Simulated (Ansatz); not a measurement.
Relative stability

The two ends of one reaction step of CH7OSi, doublet (PBE0-D4/def2-TZVP).

A:

```
10
angstrom
H -0.6736 -1.2597 -1.0018
Si 1.6021 0.9351 -0.6838
O -0.8839 -0.4597 -0.5141
C -1.1773 -0.8073 0.8238
H 3.0348 1.3559 -0.7196
H 0.9380 1.5559 0.4910
H 0.9409 1.3141 -1.9578
H -0.3243 -1.2805 1.3237
H -2.0454 -1.4722 0.8902
H -1.4115 0.1186 1.3485
```

B:

H1  (0.432, 1.110, -2.131)
Si2  (1.303, 0.905, -0.951)
O3  (-1.464, -0.229, -0.171)
C4  (-1.320, -0.894, 1.002)
H5  (1.439, -0.542, -0.643)
H6  (0.769, 1.625, 0.233)
H7  (2.658, 1.444, -1.253)
H8  (-2.236, -0.899, 1.609)
H9  (-0.446, -0.570, 1.585)
H10  (-1.133, -1.949, 0.719)
(Å)

Ansatz 0.2.0; basis: def2-TZVPP; cores frozen in the correlated methods; orbitals are unrestricted. B3LYP uses VWN-RPA correlation.

Which structure is lower at CCSD(T), and by how much? (An estimate is asked for; the value comes from the calculation.)

The calculation gives: A, by 15.72 kcal/mol (electronic energy, against the other). By their contacts, A is a complex of CH₄O ([CH3][OH]) + SiH₃ and B is a complex of CH₃O ([CH3][O]) + SiH₄.

All methods give the same order:

```json
{"method": "SPW92", "E(B) − E(A) (kcal/mol)": "21.73"}
{"method": "PBE-D4", "E(B) − E(A) (kcal/mol)": "16.46"}
{"method": "BLYP-D4", "E(B) − E(A) (kcal/mol)": "13.34"}
{"method": "r2SCAN-D4", "E(B) − E(A) (kcal/mol)": "14.04"}
{"method": "B97M-V", "E(B) − E(A) (kcal/mol)": "11.97"}
{"method": "PBE0-D4", "E(B) − E(A) (kcal/mol)": "15.33"}
{"method": "B3LYP-D4", "E(B) − E(A) (kcal/mol)": "13.07"}
{"method": "r2SCAN0-D4", "E(B) − E(A) (kcal/mol)": "13.28"}
{"method": "BHLYP-D4", "E(B) − E(A) (kcal/mol)": "9.98"}
{"method": "CAM-B3LYP-D4", "E(B) − E(A) (kcal/mol)": "13.42"}
{"method": "wB97X-V", "E(B) − E(A) (kcal/mol)": "12.11"}
{"method": "wB97M-V", "E(B) − E(A) (kcal/mol)": "13.30"}
{"method": "B2PLYP", "E(B) − E(A) (kcal/mol)": "14.82"}
{"method": "PBE-QIDH", "E(B) − E(A) (kcal/mol)": "16.62"}
{"method": "RPA on PBE", "E(B) − E(A) (kcal/mol)": "13.43"}
{"method": "HF", "E(B) − E(A) (kcal/mol)": "1.32"}
{"method": "MP2", "E(B) − E(A) (kcal/mol)": "22.95"}
{"method": "CCSD", "E(B) − E(A) (kcal/mol)": "14.51"}
{"method": "CCSD(T)", "E(B) − E(A) (kcal/mol)": "15.72"}
```

No T1 diagnostic of these runs exceeds 0.017. ⟨S²⟩ of the unrestricted Hartree–Fock references: 0.75 to 0.76 (a pure state has 0.75).

Labels in which every atom is bracketed show which atoms are joined, not bond orders.

For scale, one of the runs: CCSD(T)/def2-TZVPP, 202 basis functions, launched by `ansatz run in.yaml --threads 4 --pin off --events-out ev --progress --plain --max-ram 9574MiB`. Time: 110 s of wall clock on 4 CPU threads of an AMD EPYC 7R43; the host was shared. Peak host memory: 6.5 GiB.
